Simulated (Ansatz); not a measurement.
**Scan of [H···H···SiH], doublet**

Starting geometry:

```yaml
atoms:
  - { symbol: H, position_ang: [-2.6481, 0.0479, 0.0000] }
  - { symbol: H, position_ang: [-1.9031, 0.0479, 0.0000] }
  - { symbol: Si, position_ang: [0.1439, 0.0479, 0.0000] }
  - { symbol: H, position_ang: [0.5404, -1.4316, 0.0000] }
```

From there H2 is moved from one fragment to the other while all else, the fragments' distance too, stays fixed; atoms are numbered as listed. Energies are in kJ/mol, counted from the starting geometry at the same level.

Basis cc-pVTZ; Ansatz 0.2.0. Correlated methods freeze the noble-gas cores. Prefix R: restricted or restricted open-shell reference; prefix U: unrestricted. Active spaces: valence = (7e, 7o) chosen from the atoms' valence shells.

Unrestricted rows (U) aren't spin-pure: their determinants' ⟨S²⟩ exceeds S(S+1) by up to 0.22, so they mix in states of higher spin. Coupled cluster chose its determinant by trial CCSD, here up to 0.21 eV above the lowest Hartree–Fock solution of its kind, and MP2 stands on that determinant too. Runs in a small pair space aren't shown, since their orbitals change along the scan. The reference follows the lowest state, whose symmetry changes from A'' to A' between 1.005 and 1.179.

Full CI isn't at hand for all of this; UCCSDT(Q) serves as the reference, and is uncertain by about the last step of the cluster series. The frozen core follows each run's orbitals, which can shift R against U totals by a few meV.

```tsv
distance H1-H2 (Å)	UCCSDT(Q)	error RMP2	error UMP2	error UCCSDT	error RCCSDT(Q)	error CASSCF (valence space)	error NEVPT2 (valence space)
0.745	0.0	0.0	0.0	0.0	0.0	0.0	0.0
0.832	12.4	2.2	2.2	0.0	0.0	-0.1	-1.0
1.005	70.2	9.5	23.8	0.3	0.0	1.3	-4.8
1.179	120.8	10.7	4.8	0.2	0.0	-4.5	-2.4
1.352	142.1	2.3	-3.2	0.1	0.0	-13.6	-1.5
```

Errors are those of relative energies. In total energy the starting point itself misses UCCSDT(Q) by: RMP2 91.4, UMP2 95.4, UCCSDT 0.3, RCCSDT(Q) 0.1, CASSCF (valence space) 277.7, NEVPT2 (valence space) 84.0 kJ/mol.

Spread of the error over the points with a reference, to 1.352 Å (largest less smallest): RCCSDT(Q) 0.0, UCCSDT 0.3, NEVPT2 (valence space) 4.8, RMP2 10.7, CASSCF (valence space) 14.8, UMP2 27.0 kJ/mol.
